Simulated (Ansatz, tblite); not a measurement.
Removing and adding an electron: B3H9 (relaxed from a model of (H2B-mu-H)3, whose bonding it doesn't keep). Total charge 0; singlet. Geometry: PBE-D4/def2-TZVP. Ansatz, gas phase; energy differences of separate SCF runs; the oxidised species was run as a doublet alone; the reduced species was run as a doublet alone.

```xyz
12

B     0.1578   -0.1742    1.0833
H    -0.3061    0.6560    1.7997
H     0.7348   -1.0882    1.6326
H     1.2861    0.0700    0.4527
B     0.6859    0.6765   -0.5486
H     1.6567    0.3969   -1.2190
H     0.4269    1.8354   -0.4619
H    -0.0141   -0.0803   -1.3647
B    -0.9520   -0.3191   -0.4741
H    -1.8566    0.4476   -0.3661
H    -1.1879   -1.3404   -1.0835
H    -0.6316   -1.0801    0.5496
```

The xTB rows come from tblite.

| level | −HOMO (eV) | vertical IE (eV) | −LUMO (eV) | vertical EA (eV) | HOMO–LUMO gap (eV) | IE − EA (eV) | remarks |
| --- | --- | --- | --- | --- | --- | --- | --- |
| PBE-D4/def2-TZVPD | 7.95 | – | 0.59 | -0.74 | 7.36 | – | HOMO above zero (-1 doublet) |
| r2SCAN-D4/def2-TZVPD | 8.27 | – | 0.32 | -0.92 | 7.95 | – | HOMO above zero (-1 doublet) |
| PBE0-D4/def2-TZVPD | 9.31 | – | -0.21 | -0.83 | 9.52 | – | HOMO above zero (-1 doublet) |

(1) Estimate the rows for GFN1-xTB, GFN2-xTB, PBE0-D4/def2-TZVP.

Answers

(1) 
```tsv
level	−HOMO (eV)	vertical IE (eV)	−LUMO (eV)	vertical EA (eV)	HOMO–LUMO gap (eV)	IE − EA (eV)
GFN1-xTB	12.14	15.13	3.51	0.42	8.63	14.71
GFN2-xTB	10.82	13.59	2.54	-0.82	8.29	14.40
PBE0-D4/def2-TZVP	9.31	11.56	-0.34	–	9.65	–
```

Run but left out: PBE-D4/def2-TZVP, r2SCAN-D4/def2-TZVP (charge +1 doublet: an occupied level 0.20 to 0.35 eV above an empty one).   A HOMO above zero means that the electron is unbound at that level or that self-interaction error raises the level; the energy of removing that electron tells which. Raw xTB energy differences between charge states are shifted by several eV; the methods need an empirical correction for them. A negative affinity means that the extra electron isn't bound; its size then hangs on the basis.
